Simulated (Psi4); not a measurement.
Process, species as SMILES: C#CC → C1=CC1
B3LYP-D3(BJ)/def2-TZVP geometries, fixed; electronic energies without zero-point terms.

Basis-set convergence of the isomerisation energy at HF with Psi4. Cartesian d functions, on some or all atoms, in 6-31G*, 6-31G**; all else is spherical. Density fitting with the program's default auxiliary sets. Psi4's default fitting sets serve the pcseg sets less well. No added dispersion term, no relativity. Functions are those of the species that has most. Reference: the value in def2-QZVPP, 27.01 kcal/mol, itself unsure by roughly 0.04 kcal/mol (its distance from cc-pVQZ). Deviations are taken from unrounded values.

```csv
basis,functions,isomerisation energy (kcal/mol),minus reference (kcal/mol)
STO-3G,19,28.24,1.24
3-21G,35,40.00,13.00
6-31G,35,36.00,9.00
6-31G*,53,25.79,-1.22
6-31G**,65,25.45,-1.55
6-311G**,78,27.26,0.25
def2-SVPD,92,24.80,-2.20
aug-pcseg-1,105,26.88,-0.13
def2-TZVPD,147,27.02,0.01
def2-TZVPPD,179,27.03,0.03
aug-pcseg-2,230,27.32,0.31
```

The smallest set listed that lies within 0.5 kcal/mol of the reference with all its larger relatives (same family, alike in diffuse functions; a set with none counts only in the reference's own line) is aug-pcseg-1 (105 functions, -0.13 kcal/mol off). Inside, with no larger relative to test it: 6-311G**.
